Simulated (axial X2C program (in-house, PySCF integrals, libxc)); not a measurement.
# Levels of LiH⁻ by electron attachment to LiH (EOM-EA-CCSD)

Computed with an axial X2C code built on PySCF integrals: two-component X2C with atomic mean-field Coulomb and Gaunt terms, Gaussian nuclei, basis Li dyall-acv3z, H dyall-av3z with contracted cores.

R = 1.533 Å (0.960 times 1.597 Å, the PBE0 minimum at charge 0 for the lowest determinant).

Levels of LiH⁻ obtained by attaching an electron to LiH:

```csv
Ω,binding energy (eV),above lowest (cm⁻¹),attached spinor,one-particle weight
1/2,0.263,0,"48% Li sσ, 44% Li pσ, 7% H sσ",0.99
1/2,-0.217,3866,100% Li pπ,1.00
3/2,-0.217,3866,100% Li pπ,1.00
1/2,-0.284,4410,"90% Li pσ, 8% Li sσ",1.00
1/2,-0.489,6060,"77% Li sσ, 20% Li pσ",1.00
1/2,-0.797,8550,97% Li pπ,0.99
3/2,-0.797,8550,97% Li pπ,0.99
```

Negative binding energies belong to unbound states, resonances or levels that the basis set holds; within some tenths of an eV of zero the sign is not settled.

This point took 0.79 s on 1 thread of Intel(R) Xeon(R) 6975P-C (Granite Rapids), on a shared host.

Reference electrons by ω block (each with its −ω partner): 1/2: 2. 2 electrons of LiH correlated (inner shells frozen), 78 natural virtual spinors (a truncated set); levels can be off by some tenths of an eV. Roots sought by Ω: (1/2: 5, 3/2: 4, 5/2: 2, 7/2: 1); rows need 60 % one-particle weight and stop where some Ω has no more roots. Missing are any skipped roots, higher Ω and states of a further excitation; these come out far too high here and may in truth be low or lowest. T1 of the reference 0.009 (Lee–Taylor). Number of frozen shells: Li 1 s; H none.
